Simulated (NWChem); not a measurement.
Species: nitrogen dioxide (NO$_{2}$, doublet); SMILES [O]N=O

Computed with NWChem. Spin-unrestricted. In the optimisation the excess spin sits in a1 (C2v, its own frame). Coordinates come from a PBE0/def2-SVP, spin-unrestricted optimisation. No stability test was run on the SCF state. Vertical excitations in the gas phase; the lowest state need not have the same character in each row. Excited states of an open shell can be spin-contaminated.

```json
[
 {"level": "PBE/def2-SVPD, TDA", "lowest excitation (eV)": "2.92", "oscillator strength of that lowest state": "0.000", "lowest empty minus highest occupied level, either spin (eV)": "1.42"},
 {"level": "B3LYP/def2-SVPD, TDA", "lowest excitation (eV)": "2.95", "oscillator strength of that lowest state": "0.000", "lowest empty minus highest occupied level, either spin (eV)": "3.83"},
 {"level": "LRC-wPBEh/def2-SVPD, TDA", "lowest excitation (eV)": "2.97", "oscillator strength of that lowest state": "0.001", "lowest empty minus highest occupied level, either spin (eV)": "8.24"},
 {"level": "BHandHLYP/def2-SVPD, TDA", "lowest excitation (eV)": "3.07", "oscillator strength of that lowest state": "0.001", "lowest empty minus highest occupied level, either spin (eV)": "7.66"}
]
```
